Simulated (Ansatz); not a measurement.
Relaxation of C3H3O (7 atoms, charge 0, multiplicity 2), to a largest force component of 0.015 eV/Å in at most 40 steps.

Computed with Ansatz 0.2.0, UKS PBE0-D4/def2-SVP.

```xyz
7
Properties=species:S:1:pos:R:3
C 0.611 -1.853 1.636
C 0.166 -1.355 0.598
O 0.171 -0.668 -0.497
C -0.172 0.706 -0.433
H -1.108 0.846 -0.977
H 0.608 1.337 -0.864
H -0.322 0.972 0.617
```

Question: Where does it end, and by what steps?

Answer: The run converged. The force dipped under the threshold on the way, but the program's further checks kept it going. After 31 steps the energy has fallen by 0.183 eV; O3 moved furthest, 0.48 Å.

| step | energy less start (eV) | largest force component (eV/Å) | accepted |
| --- | --- | --- | --- |
| 0 | 0.0000 | 3.960 | yes |
| 2 | -0.1512 | 0.470 | yes |
| 4 | -0.1765 | 0.331 | yes |
| 6 | -0.1782 | 0.015 | yes |
| 8 | -0.1781 | 0.137 | no |
| 10 | -0.1784 | 0.087 | yes |
| 12 | -0.1787 | 0.020 | yes |
| 14 | -0.1747 | 0.359 | no |
| 16 | -0.1791 | 0.008 | yes |
| 18 | -0.1791 | 0.138 | no |
| 20 | -0.1795 | 0.013 | yes |
| 22 | -0.1802 | 0.093 | yes |
| 24 | -0.1820 | 0.106 | yes |
| 26 | -0.1824 | 0.019 | yes |
| 28 | -0.1827 | 0.047 | yes |
| 30 | -0.1828 | 0.018 | yes |
| 31 | -0.1829 | 0.011 | yes |

```xyz
7
Properties=species:S:1:pos:R:3
C 0.879 -1.904 1.571
C 0.378 -1.298 0.552
O -0.289 -0.721 -0.360
C -0.255 0.719 -0.406
H -0.943 1.014 -1.205
H 0.766 1.052 -0.633
H -0.582 1.124 0.561
```

Whether the end is a true minimum wasn't checked by a vibrational analysis.

Time of the run: 63 s on 1 thread of Intel(R) Xeon(R) 6975P-C (Granite Rapids), with other jobs on the host, peak memory 0.19 GiB.
